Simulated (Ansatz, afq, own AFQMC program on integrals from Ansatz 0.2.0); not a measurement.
Two steps: Ansatz 0.2.0 writes the Fock matrix and Cholesky factors of the valence space, and afq projects on them the lowest state that overlaps trial and start.

```yaml
crystal:
  periodic: [false, false, false]
  atoms:
    - {symbol: Al, position_ang: [0.000000, 0.000000, 1.845217]}
    - {symbol: C, position_ang: [0.000000, 0.000000, -0.099904]}
    - {symbol: Cl, position_ang: [0.000000, 0.000000, -1.745313]}
basis:
  gaussian: {orbitals: cc-pVDZ}
magnetization: {spin_polarized: false, initial_magnetization: 2}
correlation: {method: ccsd_t, electrons: outside_noble_gas, hamiltonian_folder: ham}
```

```sh
$ ansatz run in.yaml --threads 1 --pin off --events-out ev --progress --plain --max-ram 1843MiB
```

afq runs on the folder ham with

```
--method phaseless --trial hf --walkers 120 --populations 1 --least-time 40 --time-step 0.005 --steps-per-block 20 --equilibration-blocks 112 --max-blocks 600 --target-error 0.00135 --factor-cut 1e-05 --start spin_pure --seed 6553 --taylor-order 6
```

Times are imaginary, in 1/Eh. The walk had a cap of 1812 s.

afq prints:

```
orbitals 39  electrons 8 6  factors 290 of 511
reference energy -739.18952812 Eh
CCSD correlation -0.31046305 Eh in 12 cycles, weight of the determinant in the CISD state 0.8296
energy of the start -739.189532 Eh
 block  time / (1/Eh)  mean weight  energy / Eh
     1     0.100  1.0012  -739.250897
     2     0.200  1.0021  -739.294217
     3     0.300  1.0018  -739.340248
     4     0.400  1.0027  -739.377686
     5     0.500  1.0021  -739.399690
    10     1.000  1.0000  -739.450895
    86     8.600  1.0002  -739.505513
   171    17.100  1.0015  -739.517761
   188    18.800  1.0009  -739.447788
   256    25.600  1.0039  -739.533074
   341    34.100  1.0019  -739.516078
   426    42.600  1.0007  -739.509968
   511    51.100  1.0004  -739.527601
   579    57.900  1.0000  -739.568489
   596    59.600  1.0014  -739.490234
   681    68.100  1.0012  -739.488741
   698    69.800  1.0003  -739.496250
blocks merged  error / Eh  count
     1  0.000885  600
     2  0.001180  300
     4  0.001557  150
     8  0.002038  75
    16  0.002311  37
    32  0.002663  18
    64  0.003537  9
energy -739.512699 +/- 0.002663 Eh
(rows thinned)
```

The run passed its tests (sampling time, drift between the halves within three errors, error under three times the target), which doesn't prove that it has relaxed.

Against this walk (error 72.5 meV) on the same determinant: CCSD(T) 81.8 meV higher (within the noise), CCSDT(Q) 26.1 meV higher (within the noise), a separate phaseless walk with a CISD trial and standard settings 43.4 ± 73.9 meV higher (within the noise). The error is statistical and leaves out the bias of the constraint.

Cautions: constraint bias not in the error; error above the target (72.5 against 36.7 meV); lower spins were not checked.

The walk took 3.6 min on 1 thread of Intel(R) Xeon(R) 6975P-C (Granite Rapids) (shared host). The log's last line is the phaseless energy.

CCSDT and higher add their correlation energy to the determinant of the CCSD(T) run, since their own runs factorise the integrals more tightly (a shift of under 2 meV). A walk keeps the symmetry of its determinant, which the program's search chose and which needn't be the lowest solution, so a lower state of the same spin and another symmetry isn't excluded.
